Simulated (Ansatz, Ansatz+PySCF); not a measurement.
```xyz
4

N     0.0000    0.0000    0.4298
F     1.1200    0.0000   -0.1114
F    -0.5600    0.9699   -0.1114
F    -0.5600   -0.9699   -0.1114
```

RHF-MP2 on singlet NF3 was run in several spherical basis sets with Ansatz (development build ahead of 0.2.0). Frozen core: 4 orbitals. Caution for RHF-MP2: no unrestricted run beside it, a lower state can exist.

**Question.** Rank the basis sets by the total energy that they give, lowest first, with the distance from the lowest.
A. cc-pVDZ
B. def2-SVP
C. def2-TZVP
D. cc-pVTZ
E. 6-31G(d)

**Answer.** C (0.00 eV), D (0.40 eV), A (10.15 eV), E (12.38 eV), B (18.63 eV).

Totals follow the description of the cores as much as that of the bonds, so this order isn't one of quality for chemistry.
